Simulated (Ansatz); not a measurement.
# CH3NSi (SMILES C1=N[SiH2]1): one structure at several levels

One table from this session's results is given with a row withheld; the runs are named, their logs left out.

Program: Ansatz 0.2.0, Gaussian basis. Level of theory: single points in def2-TZVPP. These are calculated values, not measurements.

Correlated methods freeze the cores.

### Where the work starts

SMILES `C1=N[SiH2]1`, 6 atoms, charge 0, spin multiplicity 1.

Atoms are counted from 1 here; the program's logs count them from 0.

Bond lengths: C1–N2 1.329 Å, C1–Si3 1.831 Å, C1–H4 1.108 Å, N2–Si3 1.781 Å, Si3–H5 1.410 Å, Si3–H6 1.372 Å. Angles: N2–C1–Si3 66.4°, N2–C1–H4 130.2°, Si3–C1–H4 153.4°, C1–N2–Si3 70.4°, C1–Si3–N2 43.2°, C1–Si3–H5 121.1°, C1–Si3–H6 121.4°, N2–Si3–H5 113.4°, N2–Si3–H6 113.8°, H5–Si3–H6 117.3°.

As a file:

```xyz
6
CH3NSi
C    -0.46420   -0.96570   -0.09380
N     0.81200   -0.90740    0.27220
Si    0.16220    0.74260    0.10710
H    -1.01950   -1.76050   -0.63080
H     0.70490    1.45280   -0.98390
H     0.04260    1.41240    1.29810
```

The first run:

The input, run/in.yaml:

```yaml
crystal:
  periodic: [false, false, false]
  atoms:
    - {symbol: C, position_ang: [-0.464200, -0.965700, -0.093800]}
    - {symbol: N, position_ang: [0.812000, -0.907400, 0.272200]}
    - {symbol: Si, position_ang: [0.162200, 0.742600, 0.107100]}
    - {symbol: H, position_ang: [-1.019500, -1.760500, -0.630800]}
    - {symbol: H, position_ang: [0.704900, 1.452800, -0.983900]}
    - {symbol: H, position_ang: [0.042600, 1.412400, 1.298100]}
basis:
  gaussian: {orbitals: def2-TZVPP}
correlation: {method: ccsd_t}
output: {forces: true}
```

The command line of these runs was not kept.

Steps of the session up to this table: CCSD(T)/def2-TZVPP; PBE0-D4/def2-TZVPP; wB97M-V/def2-TZVPP; r2SCAN-D4/def2-TZVPP; PBE-D4/def2-TZVPP; r2SCAN0-D4/def2-TZVPP; LC-wPBE/def2-TZVPP.

One table of the session follows, with a row left open; its other results are not shown here.

| method | RMS force component (eV/Å) | angle to CCSD(T) forces (°) | dipole (D) |
| --- | --- | --- | --- |
| CCSD(T) | 1.150 | reference | 1.97 |
| PBE0-D4 | 1.452 | 12.1 | 1.97 |
| wB97M-V | 1.398 | 13.1 | 2.11 |
| r2SCAN-D4 | 1.352 | 9.5 | 1.85 |
| PBE-D4 | 1.247 | 7.6 | 1.76 |
| r2SCAN0-D4 | ? | ? | ? |
| LC-wPBE | 1.586 | 15.9 | 2.21 |

Q: Estimate the row for r2SCAN0-D4 from the others.

The run gave: RMS force component (eV/Å): 1.524; angle to CCSD(T) forces (°): 15.4; dipole (D): 2.03. In the column «RMS force component (eV/Å)» it lies between PBE0-D4 (1.452) and LC-wPBE (1.586).
